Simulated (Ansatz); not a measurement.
HP (`[PH]`) (triplet), relaxed with UKS PBE-D4/def2-SVP in Ansatz 0.2.0 from a rough embedded geometry. The force threshold is 0.03 eV/Å; the program also tests the step.

Total charge 0; spin multiplicity 3.

Start:

```xyz
2

P     0.313    0.200    0.593
H    -0.313   -0.200   -0.593
```

```csv
step,energy (eV),largest force (eV/Å),largest move (Å)
1,-9295.5030,1.111,0.000
2,-9295.5268,0.398,0.016
3,-9295.5308,0.022,0.010
```

End:

```xyz
2

P     0.324    0.207    0.615
H    -0.324   -0.207   -0.615
```

Hardware: 2 threads of an AMD EPYC 7R13 on a shared host. Wall time 1.1 s, peak host memory 0.11 GiB.
